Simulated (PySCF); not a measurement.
Isomers C3H4O3:

A. `CC(=O)OC=O`
B. `O=C1OCCO1`
C. `InChI=1S/C3H4O3/c4-3(5)2-1-6-2/h2H,1H2,(H,4,5)/t2-/m0/s1`

Spectrum 1. 1H NMR (300 MHz, computed): δ 4.12 (s, 4H). 13C{1H} NMR (computed): δ 156.9 (C), 64.3 (CH2).

Spectrum 2. 1H NMR (300 MHz, computed): δ 5.55 (br s, 1H), 2.97 (m, 1H), 2.80 (m, 1H), 2.77 (m, 1H). 13C{1H} NMR (computed): δ 174.7 (C), 46.5 (CH2), 46.1 (CH).

Spectrum 3. 1H NMR (300 MHz, computed): δ 7.73 (s, 1H), 2.10 (s, 3H). 13C{1H} NMR (computed): δ 168.6 (C), 158.3 (CH), 23.1 (CH3).

- J: B3LYP/pcJ-1 (spin–dipole term left out of most H,H and C,H couplings)
- structure optimised with PBE0-D3(BJ)/def2-SVP
- shielding tensors at PBE0/pcSseg-1 (GIAO)
- run in PySCF
- rapidly exchanging positions averaged, gas phase, relativity neglected, a single conformation

δ = σ(ref) − σ, references computed at the same level: 1H (31.27 ppm), 13C (184.41 ppm) vs TMS. Multiplet labels drop J under 1 Hz and among equivalent protons, and merge close values. Unscaled 3J(H,H) run several per cent high. Acid and N–H amide carbonyl carbons lie up to 10 ppm further downfield in solution (hydrogen bonding). Shifts are as computed. Against solution values, carbons near 30 ppm lie about +2 ppm off and those near 130 ppm about +5 ppm. Of 1211 compounds with measured shifts, 218 miss one by over three times the rms of a fit or turn the order of signals round; such compounds aren't used in these exercises. OH and NH positions are gas-phase values without hydrogen bonding to other molecules.

Q: Match each spectrum to its structure.

A: 1–B, 2–C, 3–A.

- Spectrum 1 (B): 2 13C signals; δC 156.9 is a carbonate carbon; δC 64.3 is an sp3 CH2 bonded to O.
- Spectrum 2 (C): 3 13C signals; δC 174.7 is a carboxylic acid carbon; δC 46.5 is an epoxide ring carbon.
- Spectrum 3 (A): 3 13C signals; δC 168.6 is an anhydride carbonyl carbon; δC 158.3 is an anhydride carbonyl carbon.
